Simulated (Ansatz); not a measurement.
Input file:

```yaml
crystal:
  periodic: [false, false, false]
  atoms:
    - {symbol: Si, position_ang: [0.000000, 0.000000, 0.000000]}
    - {symbol: Al, position_ang: [0.000000, 0.000000, 5.424000]}
basis:
  gaussian: {orbitals: cc-pVDZ}
magnetization: {spin_polarized: false, initial_magnetization: 3}
hamiltonian: {xc: {name: B3LYP}}
correlation: {method: ccsd, electrons: outside_noble_gas}
output: {forces: true}
```

```sh
$ ansatz run in.yaml --threads 1 --pin off --events-out ev --progress --plain --max-ram 2393MiB
```

Roughly how long does this take on 1 thread of Arm Neoverse V1, shared host, and how much host memory?

14 s wall and 0.2 GiB.

```
367 factors; integrals over basis functions are off by at most 2.6e-4 eV
mean field evaluation 1: about -14467.0843 eV, gradient 1.0e1 eV
mean field evaluation 2: about -14467.0890 eV, gradient 1.0e1 eV
mean field evaluation 4: about -14446.3022 eV, gradient 2.3e1 eV
mean field evaluation 8: about -14459.3910 eV, gradient 2.3e1 eV
mean field evaluation 16: about -14470.2636 eV, gradient 5.5e-2 eV
mean field evaluation 32: about -14470.3365 eV, gradient 8.7e-3 eV
mean field evaluation 64: about -14470.1742 eV, gradient 1.4e-6 eV
mean field evaluation 96: about -14470.1857 eV, gradient 7.1e-1 eV
mean field evaluation 128: about -14470.0886 eV, gradient 2.6e0 eV
mean field evaluation 160: about -14470.3364 eV, gradient 6.0e-2 eV
...
cycle  15  -3.48019983 eV  change    1.2e-6 eV  update   2.3e-6
cycle  16  -3.48020128 eV  change   -1.4e-6 eV  update   1.2e-6
cycle  17  -3.48020175 eV  change   -4.7e-7 eV  update   6.0e-7
cycle  18  -3.48020171 eV  change    4.1e-8 eV  update   2.9e-7
cycle  19  -3.48020169 eV  change    1.5e-8 eV  update   1.5e-7
cycle  20  -3.48020155 eV  change    1.5e-7 eV  update   9.1e-8
cycle  21  -3.48020157 eV  change   -2.3e-8 eV  update   5.5e-8
cycle  22  -3.48020159 eV  change   -2.4e-8 eV  update   3.1e-8
cycle  23  -3.48020162 eV  change   -2.8e-8 eV  update   1.8e-8
the calculation of the forces begins
mean field evaluation 512: about -14470.3366 eV, gradient 2.2e-6 eV
Total energy: -14444.70238198 eV, -530.8330215669 hartree
Atom 0 at     0.000000     0.000000     0.000000 Å, force     0.000000     0.000000     0.059663 eV/Å
Atom 1 at     0.000000     0.000000     5.424000 Å, force    -0.000000     0.000000    -0.059663 eV/Å
Dipole moment:     0.000000    -0.000000     0.087098 e Å
```

Forces (eV/Å):
```
Si   0.000  0.000  0.060
Al   0.000  0.000 -0.060
```
